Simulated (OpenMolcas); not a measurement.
# BNH2 (SMILES B[N]): levels of theory compared

Aim: a comparison of 6 runs (U-r2SCAN/STO-3G, UB3LYP/STO-3G, UM06-2X/STO-3G, UPBE0/STO-3G, ROMP2/STO-3G, ROCCSD/STO-3G) of BNH2. 

Program for the calculation: OpenMolcas 26.06.

2 further runs of the same task are left out: 2 set aside as unsound or not needed.

## Step 1: Starting point

BNH2 has 4 atoms, charge 0, and is taken as a triplet. As SMILES, `B[N]`. The B1–H4 distance was set to 2.960 Å, away from the relaxed value. At this shape a bond of the SMILES string is far longer than usual.

Bond lengths: B1–N2 1.312 Å, B1–H3 1.184 Å. Angles: N2–B1–H3 118.7°.

## Step 2: The energy at U-r2SCAN/STO-3G (run 1)

geom.xyz reads:

```xyz
4

B     -0.165712    -0.972157     1.452711
N      0.911818    -1.170397     2.174321
H     -1.186882    -1.452727     1.811241
H      0.050890     0.659060    -1.008340
```

mol.inp reads:

```
* BH2N Kohn-Sham DFT
&GATEWAY
BasLib
$CurrDir
Coord
geom.xyz
Basis
STO-3G
Group
NoSym
&SEWARD
GridInput
Grid=UltraFine
End of Grid
&SCF
UHF
Spin
3
KSDFT
2
1.0 MGGA_X_R2SCAN
1.0 MGGA_C_R2SCAN
Thresholds
1e-10 1e-07 1e-07 1e-05
PrOrbitals
1 1
```

The basis set STO-3G is read from a file made from the Basis Set Exchange's data (not shown).

Started as:

```sh
export MOLCAS_MEM=1860
pymolcas mol.inp > mol.log
```

The log of the run:

```text
--- Start Module: gateway ---
[...]
--- Stop Module: gateway /rc=_RC_ALL_IS_WELL_ ---
--- Start Module: seward ---
[...]
      Basis functions           12
--- Stop Module: seward /rc=_RC_ALL_IS_WELL_ ---
--- Start Module: scf ---
[...]
       Convergence after  22 Iterations
[...]
::    Total KS-DFT energy                             -79.4478220344
[...]
      Total spin, S                                     1.0047972484
[...]
      Total electronic charge=   14.000000
      Total            charge=   -0.000000
[...]
      Dipole Moment (debye):
      Origin of the operator (angstrom)=    0.3625   -1.0320    1.7482
                   X= -9.2072E-01               Y=  5.4313E-01               Z= -1.1994E+00           Total=  1.6066E+00
      Quadrupole Moment (debye*angstrom):
[...]
--- Stop Module: scf /rc=_RC_ALL_IS_WELL_ ---
[...]
```

It took 9.9 s on 1 thread of Intel Xeon Platinum 8488C (Sapphire Rapids), shared host; peak memory 0.36 GiB.

## Step 3: The energy at UB3LYP/STO-3G (run 2)

geom.xyz is that of step 2.

mol.inp reads:

```
* BH2N Kohn-Sham DFT

&GATEWAY
  BasLib=$CurrDir
  Coord=geom.xyz
  Basis=STO-3G
  Group=NoSym

&SEWARD
  GridInput
  Grid=UltraFine
  End of Grid

&SCF
  UHF
  Spin=3
  KSDFT=B3LYP
  Thresholds=1e-10 1e-07 1e-07 1e-05
  PrOrbitals=1 1
```

The basis set STO-3G is read from a file made from the Basis Set Exchange's data (not shown).

Started as:

```sh
export MOLCAS_MEM=1860
pymolcas mol.inp > mol.log
```

The log of the run:

```text
--- Start Module: gateway ---
[...]
--- Stop Module: gateway /rc=_RC_ALL_IS_WELL_ ---
--- Start Module: seward ---
[...]
      Basis functions           12
--- Stop Module: seward /rc=_RC_ALL_IS_WELL_ ---
--- Start Module: scf ---
[...]
       Convergence after  22 Iterations
[...]
::    Total KS-DFT energy                             -79.4882906505
[...]
      Total spin, S                                     1.0029966796
[...]
      Total electronic charge=   14.000000
      Total            charge=   -0.000000
[...]
      Dipole Moment (debye):
      Origin of the operator (angstrom)=    0.3625   -1.0320    1.7482
                   X= -9.4023E-01               Y=  5.5214E-01               Z= -1.2210E+00           Total=  1.6370E+00
      Quadrupole Moment (debye*angstrom):
[...]
--- Stop Module: scf /rc=_RC_ALL_IS_WELL_ ---
[...]
```

It took 8.1 s on 1 thread of Intel Xeon Platinum 8488C (Sapphire Rapids), shared host; peak memory 0.37 GiB.

Run 3 isn't shown in full; the table further down has it.

## Step 4: The energy at UPBE0/STO-3G (run 4)

geom.xyz is that of step 3.

mol.inp reads:

```
* BH2N Kohn-Sham DFT
&GATEWAY
BasLib
$CurrDir
Coord
geom.xyz
Basis
STO-3G
Group
NoSym
&SEWARD
GridInput
Grid=UltraFine
End of Grid
&SCF
UHF
Spin
3
KSDFT
PBE0
Thresholds
1e-10 1e-07 1e-07 1e-05
PrOrbitals
1 1
```

The basis set STO-3G is read from a file made from the Basis Set Exchange's data (not shown).

Started as:

```sh
export MOLCAS_MEM=1860
pymolcas mol.inp > mol.log
```

The log of the run:

```text
--- Start Module: gateway ---
[...]
--- Stop Module: gateway /rc=_RC_ALL_IS_WELL_ ---
--- Start Module: seward ---
[...]
      Basis functions           12
--- Stop Module: seward /rc=_RC_ALL_IS_WELL_ ---
--- Start Module: scf ---
[...]
       Convergence after  21 Iterations
[...]
::    Total KS-DFT energy                             -79.3898328358
[...]
      Total spin, S                                     1.0044406997
[...]
      Total electronic charge=   14.000000
      Total            charge=   -0.000000
[...]
      Dipole Moment (debye):
      Origin of the operator (angstrom)=    0.3625   -1.0320    1.7482
                   X= -9.7371E-01               Y=  5.5309E-01               Z= -1.2352E+00           Total=  1.6673E+00
      Quadrupole Moment (debye*angstrom):
[...]
--- Stop Module: scf /rc=_RC_ALL_IS_WELL_ ---
[...]
```

It took 7.5 s on 1 thread of Intel Xeon Platinum 8488C (Sapphire Rapids), shared host; peak memory 0.37 GiB.

Run 5 isn't shown in full; the table further down has it.

## Step 5: The energy at ROCCSD/STO-3G (run 6)

geom.xyz is that of step 4.

mol.inp reads:

```
&GATEWAY
 BasLib
 $CurrDir
 Coord
 geom.xyz
 Basis
 STO-3G
 Group
 NoSym

&SEWARD

&SCF
 UHF
 Spin
 3
 Thresholds
 1e-10 1e-07 1e-07 1e-05
 PrOrbitals
 1 1

&RASSCF
 FileOrb
 $Project.UnaOrb
 Spin
 3
 Nactel
 2 0 0
 Inactive
 6
 Ras2
 2
 OutOrbitals
 Canonical
 OrbListing
 Nothing

&MOTRA
 JobIph
 Frozen
 2

&CCSDT
 CCSD
 Iterations
 80
 Accuracy
 1e-08
 Extrapolation
 5 4
```

The basis set STO-3G is read from a file made from the Basis Set Exchange's data (not shown).

Started as:

```sh
export MOLCAS_MEM=1860
pymolcas mol.inp > mol.log
```

The log of the run:

```text
--- Start Module: gateway ---
[...]
--- Stop Module: gateway /rc=_RC_ALL_IS_WELL_ ---
[...]
      Basis functions           12
[...]
       Convergence after  34 Iterations
[...]
::    Total SCF energy                                -79.0155321735
[...]
      Total spin, S                                     1.0296525398
[...]
      Number of active orbitals                  2
[...]
      Spin quantum number                      1.0
[...]
      Active orbitals                            2
[...]
      Number of CSFs                             1
[...]
      Number of root(s) required                 1
[...]
      Convergence after 13 iterations
[...]
      printout of CI-coefficients larger than  0.05 for root  1
      energy=     -79.010853
      conf/sym  11     Coeff  Weight
             1  uu   1.00000 1.00000
      Natural orbitals and occupation numbers for root  1
      sym 1:   1.000000   1.000000
      ************************************************************************************************************************
      *                                                    Final results                                                     *
[...]
::    RASSCF root number  1 Total energy:    -79.01085250
[...]
      Total electronic charge=   14.000000
      Total            charge=   -0.000000
[...]
      Dipole Moment (debye):
      Origin of the operator (angstrom)=    0.3625   -1.0320    1.7482
                   X= -1.3385E+00               Y=  7.6206E-01               Z= -1.7008E+00           Total=  2.2946E+00
      Quadrupole Moment (debye*angstrom):
[...]
--- Start Module: motra ---
[...]
--- Stop Module: motra /rc=_RC_ALL_IS_WELL_ ---
--- Start Module: ccsdt ---
[...]
      Convergence after                    42  Iterations
      Total energy (diff) :     -79.14890369      -0.00000001
[...]
--- Stop Module: ccsdt /rc=_RC_ALL_IS_WELL_ ---
[...]
```

Wall time 4.8 s (1 thread of Intel Xeon Platinum 8488C (Sapphire Rapids), shared host); peak memory 0.37 GiB.

## Step 6: All runs side by side

```csv
run,level,integration grid,frozen core orbitals,energy (Eh),dipole moment (D),HOMO energy (eV),LUMO energy (eV),wall time
1,U-r2SCAN/STO-3G,UltraFine,–,-79.447822,1.61,-4.99,-2.98,9.9 s
2,UB3LYP/STO-3G,UltraFine,–,-79.488291,1.64,-5.84,-2.52,8.1 s
3,UM06-2X/STO-3G,UltraFine,–,-79.474211,1.81,-7.32,-0.62,10 s
4,UPBE0/STO-3G,UltraFine,–,-79.389833,1.67,-6.08,-2.04,7.5 s
5,ROMP2/STO-3G,–,2,-79.133044,–,–,–,3.9 s
6,ROCCSD/STO-3G,–,2,-79.148904,–,–,–,4.8 s
```

## Step 7: Outcome

| quantity | value |
| --- | --- |
| run 6: total energy | -79.14890 Eh |

In words: Over runs 1, 2, 3, 4 the dipole moment (its size) runs from 1.61 D (U-r2SCAN/STO-3G) to 1.81 D (UM06-2X/STO-3G). Totals of different functionals can't be ranked against each other. In runs 1, 2, 3, 4, 5, 6 the basis is minimal, so the values are rough. All runs together took 44 s, the longest 10 s.
